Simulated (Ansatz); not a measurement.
`OC=C(F)F` + H₂ → `C=C(F)F` + H₂O at 700 K and 1 bar (hydrogenolysis of a C–O bond).

Computed with Ansatz on PBE0-D4/def2-TZVP structures; ΔE is electronic, products minus reactants. CCSD(T)/CBS adds triple-zeta CCSD(T) − MP2 to the extrapolated MP2 energy (def2 sets, frozen cores). This one scheme is used for every species. One conformer a species, not always the lowest.

```csv
species,CCSD(T)/CBS energy (Eh),H − E (kJ/mol),S (J/(mol·K))
`OC=C(F)F`,-352.00832,164.8,382.3
H₂,-1.17544,46.8,155.3
`C=C(F)F`,-276.85281,140.8,329.7
H₂O,-76.37941,80.5,218.4
```

H − E and S are ideal-gas, rigid-rotor, harmonic terms from PBE0-D4/def2-TZVP, for one conformer and one mirror image of each species. For small species the MP2-based limit differs from directly extrapolated CCSD(T) by up to some mEh (0.8 for H₂); such offsets cancel only in part. 1 Eh = 2625.50 kJ/mol, R = 8.31446 J/(mol·K).

Task: By hand: ΔE, ΔH, ΔS and ΔG.

Result: ΔE = (-276.85281) + (-76.37941) − (-352.00832) − (-1.17544) = -0.04846 Eh = -127.2 kJ/mol. Δ(H − E) = 140.8 + 80.5 − 164.8 − 46.8 = 9.7, so ΔH = -117.5 kJ/mol. ΔS = 329.7 + 218.4 − 382.3 − 155.3 = 10.5 J/(mol·K). ΔG = -117.5 − 700 × (10.5)/1000 = -124.8 kJ/mol.

Task: By hand: the equilibrium constant, and the temperature at which ΔG would vanish if ΔH and ΔS stayed fixed.

Result: log₁₀ K = −ΔG/(RT ln 10) = 9.3. ΔH and −TΔS have one sign here, so there is no such temperature.

The number of gas molecules stays the same, so ΔS is small and ΔH decides. A doubt of 5 kJ/mol in ΔE shifts log₁₀ K by 0.4 here. Other conformers and mirror images would add mixing entropy, several J/(mol·K) or more a flexible species. These are equilibria of isolated gas molecules and say nothing of rates. Largest T1 diagnostic: 0.012 (customary marks: 0.02 for closed shells, 0.045 for open ones).

ΔS is within the doubt of such terms, so its sign, and with it that verdict, could turn.
